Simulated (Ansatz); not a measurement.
The cluster MgCl₂⁺. Total charge 1; doublet. Geometry r2SCAN-D4/def2-TZVP; atoms count from 1.

```xyz
3

Mg    1.643    0.030   -0.489
Cl   -0.797   -1.013    0.353
Cl   -0.846    0.983    0.136
```

In the doublet, Cl2 and Cl3 lie 2.01 Å apart (atoms count from 1), so these atoms are partly bonded to each other. Another isomer (doublet) lies 1.49 eV lower at PBE0-D4/def2-TZVP; other spin states weren't run for this one.

Estimate the Mulliken populations from the PBE0/def2-TZVP orbitals of Ansatz.


```csv
atom,charge (e),spin (α − β)
Mg1,0.80,0.98
Cl2,0.10,0.01
Cl3,0.10,0.01
```
Mulliken values depend strongly on the basis.

Where does the spin sit?

Summed by element: Mg 0.98, Cl 0.02, of 1 unpaired in all. Largest on single atoms: Mg1 0.98, Cl3 0.01, Cl2 0.01.

And the Mayer bond orders between heavy atoms (over 0.3)?

Cl2–Cl3 1.11 (2.01 Å).
